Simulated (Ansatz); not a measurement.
# C₂H₅NO₂: a ladder of functionals and wavefunction methods

An exercise on one series of results from a longer session: the logs are not shown, and one member is left open.

Method: functionals in def2-TZVPP, the program's frozen cores in correlated methods; program: Ansatz 0.2.0, Gaussian basis.

Plan: PBE-D4, r2SCAN-D4, PBE0-D4, B3LYP-D4, ωB97X-V, ωB97M-V, B2PLYP; CCSD(T)/def2-TZVPP; MP2/def2-QZVPP; extrapolation to the limit.

### The geometry

The geometry comes from an earlier relaxation with PBE0-D4 in a triple-zeta def2 set; it is a stationary point, not always the lowest conformer.

SMILES `NC(=O)CO`, 10 atoms, charge 0, spin multiplicity 1.

Atoms are counted from 1 here; the program's logs count them from 0.

Bond lengths: N1–C2 1.349 Å, N1–H6 1.005 Å, N1–H7 1.005 Å, C2–O3 1.212 Å, C2–C4 1.521 Å, C4–O5 1.411 Å, C4–H8 1.094 Å, C4–H9 1.093 Å, O5–H10 0.960 Å. Angles: C2–N1–H6 118.9°, C2–N1–H7 119.4°, H6–N1–H7 120.6°, N1–C2–O3 124.6°, N1–C2–C4 114.6°, O3–C2–C4 120.8°, C2–C4–O5 114.8°, C2–C4–H8 107.4°, C2–C4–H9 106.9°, O5–C4–H8 112.8°, O5–C4–H9 107.4°, H8–C4–H9 107.1°, C4–O5–H10 108.6°.

The first run:

in.yaml reads:

```yaml
crystal:
  periodic: [false, false, false]
  atoms:
    - {symbol: N, position_ang: [0.641102, -0.232511, -1.267044]}
    - {symbol: C, position_ang: [-0.051263, -0.815634, -0.266551]}
    - {symbol: O, position_ang: [-0.448552, -1.961061, -0.280114]}
    - {symbol: C, position_ang: [-0.305576, 0.082952, 0.934101]}
    - {symbol: O, position_ang: [0.044496, 1.437077, 0.745771]}
    - {symbol: H, position_ang: [0.920985, -0.791944, -2.053290]}
    - {symbol: H, position_ang: [1.025361, 0.686195, -1.130346]}
    - {symbol: H, position_ang: [-1.351981, -0.046940, 1.225033]}
    - {symbol: H, position_ang: [0.306208, -0.301419, 1.754284]}
    - {symbol: H, position_ang: [-0.697582, 1.892084, 0.341154]}
basis:
  gaussian: {orbitals: def2-TZVPP}
hamiltonian: {xc: pbe, dispersion: d4}
output: {forces: true, orbitals: {seedname: orbitals}}
```

Started as:

```
$ ansatz run in.yaml --threads 4 --pin off --events-out ev --progress --plain --max-ram 10444MiB
```

Among the steps run: PBE-D4 (GGA); r2SCAN-D4 (meta-GGA); PBE0-D4 (hybrid); B3LYP-D4 (hybrid); ωB97X-V (range-separated); ωB97M-V (range-separated); B2PLYP (double hybrid); CCSD(T) in def2-TZVPP; MP2 in def2-QZVPP.

One of the session's tables, all rows but one given; the rest of the session is left out.

| method | atomisation energy (eV) |
| --- | --- |
| PBE-D4 | 43.514 |
| r2SCAN-D4 | 42.010 |
| PBE0-D4 | 42.129 |
| B3LYP-D4 | 41.980 |
| ωB97X-V | 42.043 |
| ωB97M-V | 42.108 |
| B2PLYP | 41.534 |
| HF/def2-TZVPP | 28.244 |
| MP2/def2-TZVPP | 41.701 |
| CCSD/def2-TZVPP | 39.774 |
| CCSD(T)/def2-TZVPP | 40.586 |
| MP2/CBS | ? |
| CCSD(T)/CBS | 41.865 |

Q: Estimate the row for MP2/CBS from the others.

As computed: atomisation energy (eV): 42.979. In the column «atomisation energy (eV)» it lies between PBE0-D4 (42.129) and PBE-D4 (43.514).

To keep in mind: Free atoms (1 N, 2 C, 2 O, 5 H) were run apart at each level; the atomisation energy is their sum less the molecule, without zero-point or spin-orbit terms.
